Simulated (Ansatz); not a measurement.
Reaction (SMILES): [OH] (HO) → [OH+] (triplet) + e-
Each molecule is optimised on its own at B3LYP-D3(BJ)/def2-TZVP (Ansatz, a first-principles code).

Quantity: adiabatic ionisation energy (electronic energy difference), in eV. Cores are frozen in the correlated levels unless marked. UHF or UKS for open shells. No spin-orbit coupling. No relativistic terms. CBS(X,Y): correlation extrapolated as X^-3; Hartree-Fock from the larger set (for Q and 5 zeta extrapolated as (X+1)exp(-9√X)).

```tsv
level	program	adiabatic ionisation energy (eV)
PBE-D3(BJ)/def2-TZVPD	Ansatz + dftd3	13.17
PBE-D4/def2-TZVPD	Ansatz + dftd4	13.17
B3LYP-D3(BJ)/def2-TZVPD	Ansatz + dftd3	13.24
PBE0/def2-SVP	Ansatz	12.78
PBE0/def2-TZVPD	Ansatz	13.01
r2SCAN0/def2-TZVPD	Ansatz	___
HSE06/def2-TZVPD	Ansatz	___
wB97X-V/def2-TZVPD	Ansatz	13.10
CCSD/def2-TZVPP	Ansatz	___
CCSD/def2-TZVPPD	Ansatz	___
CCSDT(Q)/cc-pVDZ	Ansatz	12.22
CCSD(T)/CBS(cc-pVQZ,cc-pV5Z)	Ansatz	13.05
```

**Question.** Fill in the missing entries.

**Answer.** 
- r2SCAN0/def2-TZVPD, adiabatic ionisation energy (eV): 12.91
- HSE06/def2-TZVPD, adiabatic ionisation energy (eV): 13.00
- CCSD/def2-TZVPP, adiabatic ionisation energy (eV): 12.74
- CCSD/def2-TZVPPD, adiabatic ionisation energy (eV): 12.79
